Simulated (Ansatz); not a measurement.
Relaxation of BH$_{4}$N$_{2}$ (7 atoms, charge 0, multiplicity 2), to a largest force component of 0.015 eV/Å in at most 40 steps.

These are results of Ansatz 0.2.0, UKS PBE/def2-SVP, not measurements.

```xyz
7
Properties=species:S:1:pos:R:3:forces:R:3
N -0.719 0.027 -0.934 -0.30 1.13 2.52
B -0.369 -0.670 0.320 1.23 0.49 -1.41
N 0.934 -0.370 0.980 -0.60 -0.35 1.47
H -1.648 -0.256 -1.205 -0.86 -0.40 -0.54
H -0.858 1.074 -0.713 0.88 -1.25 -0.63
H 1.506 -1.262 1.055 -0.71 0.98 0.02
H 0.765 -0.056 1.996 0.36 -0.60 -1.43
```

Question: Where does it end, and by what steps?

Answer: It converged. After 8 steps the energy has fallen by 1.072 eV; H7 moved furthest, 0.65 Å.

```json
{"step": "0", "energy less start (eV)": "0.0000", "largest force component (eV/Å)": "2.518", "accepted": "yes"}
{"step": "1", "energy less start (eV)": "-0.3423", "largest force component (eV/Å)": "2.353", "accepted": "yes"}
{"step": "2", "energy less start (eV)": "-0.6742", "largest force component (eV/Å)": "1.006", "accepted": "yes"}
{"step": "3", "energy less start (eV)": "-0.7949", "largest force component (eV/Å)": "1.893", "accepted": "yes"}
{"step": "4", "energy less start (eV)": "-1.0037", "largest force component (eV/Å)": "0.792", "accepted": "yes"}
{"step": "5", "energy less start (eV)": "-1.0582", "largest force component (eV/Å)": "0.137", "accepted": "yes"}
{"step": "6", "energy less start (eV)": "-1.0699", "largest force component (eV/Å)": "0.103", "accepted": "yes"}
{"step": "7", "energy less start (eV)": "-1.0714", "largest force component (eV/Å)": "0.035", "accepted": "yes"}
{"step": "8", "energy less start (eV)": "-1.0718", "largest force component (eV/Å)": "0.004", "accepted": "yes"}
```

```xyz
7
Properties=species:S:1:pos:R:3
N -0.945 0.077 -0.641
B -0.071 -0.834 -0.019
N 0.834 -0.601 1.033
H -1.565 -0.194 -1.402
H -1.030 1.067 -0.384
H 1.424 -1.335 1.419
H 0.966 0.307 1.493
```

Whether the end is a true minimum wasn't checked by a vibrational analysis.

Run time: 48 s on 1 CPU thread of a shared host.
